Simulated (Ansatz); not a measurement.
A run of Ansatz (development build ahead of 0.2.0) on singlet F2 at this shape:

```yaml
atoms:
  - { symbol: F, position_ang: [0.0000, 0.0000, 0.0000] }
  - { symbol: F, position_ang: [0.0000, 0.0000, 2.1150] }
```

Its results:

* Converged: yes
* Total energy: -198.80835 hartree
* Spin squared of the determinant: 0.983
* Stability test: minimum

**Question.** Which input gives this output? Name the method, the orbitals and the basis set, and write the input.

**Answer.** UHF in pcseg-2.

```yaml
crystal:
  periodic: [false, false, false]
  atoms:
    - { symbol: F, position_ang: [0.0, 0.0, 0.0] }
    - { symbol: F, position_ang: [0.0, 0.0, 2.115] }
basis:
  gaussian: { orbitals: pcseg-2 }
magnetization:
  spin_polarized: true
hamiltonian:
  xc: hf
```

Caution: the unrestricted determinant is a mixture of spin states.
